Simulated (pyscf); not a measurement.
## Routes from `[OH][Nb]([OH])([Cl])[Cl]` [doublet]

Candidate steps break at most two bonds and form at most two. Each was searched with GFN2-xTB (tblite) first. Structures and frequencies: ωB97X-D3(BJ)/def2-SVP in PySCF. Energies: ωB97M-D3(BJ)/def2-TZVP, kcal/mol, from the reactant's lowest minimum found, doublet surface; ΔG‡ with ideal gas, 1 atm, RRHO with modes under 100 cm⁻¹ raised to 100, one conformer, R ln 2 for chiral ones without a mode under 150 cm⁻¹.

| products | type | ΔE‡ | ΔE | ΔG‡ 298 K | ΔG‡ 900 K | ν‡ (cm⁻¹) |
|---|---|---|---|---|---|---|
| [O=Nb(Cl)–Cl]• + H₂O | elimination | 38.1 | +35.8 | 36.4 | 38.8 | 1707i |
| O=Nb(OH)(Cl)–Cl + H• | bond scission | 51.7 | +41.5 | 48.0 | 49.2 | 969i |

Row 1: On the product side the descent ends in an adduct with a Nb–O contact, 28.1 kcal/mol under the separated species and 28.5 kcal/mol under the saddle at ωB97X-D3(BJ)/def2-TZVP. 

Plain bond fissions and candidates not yet searched are not listed, and one of them may be faster. Each barrier is that of the saddle found; lower ones may exist. Open-shell species with a d-block atom are single-reference here; other states, and whether the spin sits on metal or ligand, were not checked. Elements past Kr carry the def2 core potentials, without spin-orbit coupling.
